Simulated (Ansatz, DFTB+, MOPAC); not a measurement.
System: C2H, net charge 1, singlet state. SMILES of the parent species: [C]#C

Atoms: C1, C2, H3. Bonds: C1-C2, C2-H3.

Bond lengths (Å) and angles (degrees) optimised at PM3 with MOPAC; MNDO with MOPAC; SCC-DFTB with DFTB+; HF/3-21G with Ansatz (a first-principles code); PBE/6-31G* with Ansatz; MP2/6-31G* with Ansatz, each started from the B3LYP-D3(BJ)/def2-TZVP structure (Ansatz) of the last column. A row stands for all coordinates that are equal there. 6-31G* holds six Cartesian d functions. No wavenumbers were computed at MNDO, SCC-DFTB, PBE/6-31G*, MP2/6-31G*, so these may be saddle points.

```
coordinate    PM3   MNDO  SCC-DFTB  HF/3-21G  PBE/6-31G*  MP2/6-31G*  B3LYP-D3(BJ)/def2-TZVP
----------  -----  -----  --------  --------  ----------  ----------  ----------------------
C1-C2       1.382  1.397     1.302     1.370       1.330       1.394                   1.331
C2-H3       1.082  1.069     1.116     1.074       1.110       1.093                   1.094
C1-C2-H3    180.0  180.0     132.9     180.0       136.6       180.0                   149.2
```

Mean signed difference of all 2 bond lengths from B3LYP-D3(BJ)/def2-TZVP: PM3 0.020 Å, MNDO 0.020 Å, SCC-DFTB -0.003 Å, HF/3-21G 0.010 Å, PBE/6-31G* 0.008 Å, MP2/6-31G* 0.031 Å.
